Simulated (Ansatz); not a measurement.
Process, species as SMILES: Cl atom → [Cl-] (an electron is taken up)
B3LYP-D3(BJ)/def2-TZVP geometries, fixed; electronic energies without zero-point terms; positive where energy is released.
Largest species:
```
Cl
```
Charge 0, spin multiplicity 2.

The adiabatic electron affinity at CCSD(T) with Ansatz (an electronic-structure program), in eV, split into its Hartree-Fock and correlation parts. Cores are frozen. Open shells are unrestricted. No added dispersion term, no relativity. Functions are those of the species that has most. These sets lack the diffuse functions that anions need.

```
basis        X  functions  Hartree-Fock  CCSD(T)
-----------  -  ---------  ------------  -------
cc-pV(D+d)Z  2         23         1.927    2.448
cc-pV(T+d)Z  3         39         2.153    3.086
cc-pV(Q+d)Z  4         64         2.275    3.425
cc-pV(5+d)Z  5        100         2.318    3.534
```

Worked estimate of the basis-set limit from each neighbouring pair, with Hartree-Fock from the larger set and the correlation part extrapolated as X^-3.
Correlation parts: X = 2: 0.521, X = 3: 0.933, X = 4: 1.150, X = 5: 1.216.
- (2,3): (27·(0.933) - 8·(0.521))/19 = 1.106; with Hartree-Fock 2.153 the estimate is 3.259 eV.
- (3,4): (64·(1.150) - 27·(0.933))/37 = 1.308; with Hartree-Fock 2.275 the estimate is 3.583 eV.
- (4,5): (125·(1.216) - 64·(1.150))/61 = 1.285; with Hartree-Fock 2.318 the estimate is 3.603 eV.
The last two estimates differ by 0.020 eV; the largest set lies 0.069 from the last. Over the last step Hartree-Fock moves by 0.043 and the correlation part by 0.066.
